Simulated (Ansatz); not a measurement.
Rock-salt MgS was calculated with G0W0@PBEsol+SOC in Ansatz (plane waves, hard PAW, contour deformation, complete-basis limit, spin–orbit shift from PBEsol).

Numerical settings: largest k mesh 10×10×10 (not extrapolated in the mesh).

The cell has the measured lattice: a = b = c = 5.203 Å, α = β = γ = 90.00°.

Q: Give the computed band gap.

A: 
- band gap: 4.33 eV

Note: spin–orbit coupling enters as the shift of the gap found with a semilocal functional; cell and atoms aren't relaxed at this level.

Computed values are for the static lattice.

Ansatz is a quantum-chemistry and plane-wave program.
